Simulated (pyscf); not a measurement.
9 silicon, germanium or tin steps of one kind (insertion, closed-shell): barrier in kcal/mol, from the separated reactants or the lowest minimum found. Single points on ωB97X-D3(BJ)/def2-SVP structures (PySCF, gas phase). Functionals in def2-TZVP; the last column is ωB97M-D3(BJ)/def2-TZVP. Rows were drawn at random from the steps of this kind and element class whose saddle was verified and whose references are stable.

| step | PBE | M06-2X | PBE0-D3(BJ) | ωB97M-D3(BJ) |
|---|---|---|---|---|
| :HSi–Cl [singlet] + H₂ → H₃Si–Cl | 8.4 | 17.3 | 9.6 | 16.1 |
| F–Sn:–F [singlet] + HF -> F–SnH(F)–F | 38.2 | 45.8 | 43.6 | 47.1 |
| O=Sn: [singlet] + H₂S -> O=SnH–SH | 38.7 | 47.3 | 43.0 | 52.8 |
| GeH₂ [singlet] + CH₄ → H₃C–GeH₃ | … | 30.2 | 24.1 | 31.4 |
| O=Ge: [singlet] + HCl → O=GeH–Cl | 29.8 | 38.7 | 34.4 | 43.6 |
| O=Sn: [singlet] + HCl → O=SnH–Cl | 29.4 | 36.3 | 33.5 | 41.7 |
| HO–Sn:–OH [singlet] + HCl → HO–SnH(OH)–Cl | … | 29.9 | 27.4 | 34.6 |
| SnH₂ [singlet] + HF → F–SnH₃ | 12.3 | 21.9 | 18.3 | 22.0 |
| Cl–Sn:–Cl [singlet] + HF → F–SnH(Cl)–Cl | 34.9 | 42.8 | 40.3 | 43.4 |

Q: Some entries are withheld; supply them.

A: 
- GeH₂ [singlet] + CH₄ → H₃C–GeH₃, PBE: 21.5
- HO–Sn:–OH [singlet] + HCl → HO–SnH(OH)–Cl, PBE: 24.9

Differences from the last column (kcal/mol): PBE: mean -10.5, median -9.8, mean size 10.5, lower in 9 of 9; M06-2X: mean -2.5, median -1.3, mean size 2.8, lower in 8 of 9; PBE0-D3(BJ): mean -6.5, median -7.3, mean size 6.5, lower in 9 of 9. PBE is closest for row 1 (7.7 kcal/mol apart) and farthest for row 3 (14.1 kcal/mol). PBE, r²SCAN and M06-2X carry no added dispersion term. The last column is a level with limits of its own. Each barrier is that of the saddle found. Elements up to Kr have no core potential and no relativistic terms here. Elements past Kr carry the def2 core potentials, without spin-orbit coupling.
